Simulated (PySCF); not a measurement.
**MLi for M along the second period**

CCSD(T) with double-zeta basis sets in PySCF, for the lowest determinant that a PBE0 search found; no spin–orbit coupling. De refers to high-spin ground-configuration atoms.

```tsv
M	basis	reference, frozen orbitals	state (unpaired electrons)	Re (Å)	ωe (cm⁻¹)	De (eV)
Li	def2-SVPD	RHF, 0	singlet (closed shell)	2.779	318	0.89
B	def2-SVPD	UHF, 1	triplet (σ ↑, π ↑)	2.151	542	1.13
C	jorge-DZP-DKH	UHF, 1	quartet (σ ↑, π ↑↑)	1.939	654	2.27
O	def2-SVP	UHF, 1	doublet (π ↑)	1.680	852	2.93
F	cc-pVDZ	RHF, 1	singlet (closed shell)	1.590	970	5.33
```

Question: By what factor does the harmonic wavenumber vary along the series?

Answer: At CCSD(T) it runs from 318 cm⁻¹ (Li2) to 970 cm⁻¹ (LiF), a factor of 3.05.

The rows differ in basis set, which adds steps of its own.

The state changes along the series, so neighbouring rows are not always alike in their bonding.

Correlated steps freeze the inner cores (0 to 1 orbitals); shallow outer-core shells are correlated. Correlated levels converge slowly with the basis: in double zeta they bind strong bonds too weakly, by up to about 1 eV, and carry superposition errors of some tenths. Where the molecule has an RHF reference, its open-shell atoms are computed with UHF. States were picked by a PBE0 search and need not be the measured ground states.
